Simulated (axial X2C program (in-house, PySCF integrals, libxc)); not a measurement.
Bond lengths and stretching modes, held linear, of SiCO⁺

Calculated with an in-house all-electron X2C program for linear molecules (integrals from PySCF): two-component X2C with atomic mean-field Coulomb and Gaunt terms, Gaussian nuclei, basis Si dyall-v3z, C dyall-v3z, O dyall-av3z with contracted cores. Spin-free rows use the one-electron spin-free X2C Hamiltonian.

Masses Si 27.977, C 12.000, O 15.995 u. States: 2c Ω = 1/2 (beyond evenly filled blocks: ω = 1/2); spin-free M_S = 1/2, Λ = 1 (beyond evenly filled blocks: π+α).

PBE0, 2c: energies above the lowest point

```tsv
r(Si–C) (Å)	r(C–O) (Å)	E (meV)
1.9510	1.0930	64.17
1.9510	1.1210	10.23
1.9510	1.1490	54.77
2.0010	1.0930	48.25
2.0010	1.1210	0.00
2.0010	1.1490	50.32
2.0010	1.1771	181.76
2.0510	1.0930	50.43
2.0510	1.1210	7.31
2.0510	1.1490	62.90
2.1010	1.1210	27.22
2.1010	1.1771	229.15
```

Problem. Fit a quadratic surface with cubic terms in each bond: where is the minimum, and what are the two stretching wavenumbers?

Solution. At PBE0, 2c: bonds 2.003 and 1.120 Å; harmonic stretches 365.3 and 2221.7 cm⁻¹; force constants 1.1, 20.3 and coupling 0.60 mdyn/Å.

The other levels and Hamiltonians give:

```csv
Hamiltonian,level,r(Si–C) (Å),r(C–O) (Å),lower stretch (cm⁻¹),upper stretch (cm⁻¹)
2c,HF,2.124,1.088,187.4,2461.7
2c,B3LYP,2.021,1.122,341.3,2186.1
spin-free,PBE0,2.003,1.120,366.0,2221.5
spin-free,B3LYP,2.020,1.122,342.1,2185.9
```

Each state is one determinant, the lowest of a limited PBE0 search; the stretches come from a fit to these few points and carry an uncertainty of a few per cent. Other orders of the atoms were not compared. Left out for rough or failed fits: MP2 2c, HF spin-free, MP2 spin-free. The levels spread by more than a fifth, so the stretches depend strongly on the method. The molecule was held linear; bending was not examined, so a bent shape may lie lower. Note: functional without a current term on a determinant with orbital currents, of the molecule or an atom.
